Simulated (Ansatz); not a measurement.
The same path of BFH₃Si (6 atoms, charge 0, multiplicity 2) was run 3 times with different band settings. Lost on the way: Si3–H5. Made: B2–H5.

Method: UKS LDA/def2-SVP (Ansatz 0.2.0).

Relaxed end points:

```xyz
6
Properties=species:S:1:pos:R:3
F -0.508 -2.335 0.610
B 0.259 -1.290 0.635
Si 0.043 0.534 -0.180
H -1.197 0.856 -0.988
H 1.260 0.733 -1.048
H 0.143 1.503 0.971
```

```xyz
6
Properties=species:S:1:pos:R:3
F -0.042 -2.062 -0.059
B 0.545 -0.882 0.059
Si -0.481 0.782 -0.055
H -1.964 0.890 -0.274
H 1.755 -0.845 0.244
H 0.187 2.118 0.085
```

Common settings: spring 5.0 eV/Å²; optimiser quadratic models (default); force threshold 0.03 eV/Å; iteration limit 60; end points relaxed.

| run | movable images | climbing image | start path |
| --- | --- | --- | --- |
| 1 | 5 | yes | through a guess of the saddle point |
| 2 | 8 | no | through a guess of the saddle point |
| 3 | 5 | yes | straight line |

Q: What does each run give, and how far can it be trusted?

A: Run 1: converged after 10 iterations, highest image 0.419 eV above the first end. A vibrational analysis at the climbing image gives one clearly imaginary mode, 499i cm⁻¹: a first-order saddle point.
Run 2: converged after 12 iterations, highest image 0.417 eV above the first end. No image climbed, so the highest image needn't sit at the top of the path.
Run 3: converged after 13 iterations, highest image 0.418 eV above the first end. Another band between the same ends (5 images) ends at a top of the same energy, where a vibrational analysis finds 1 clearly imaginary mode.
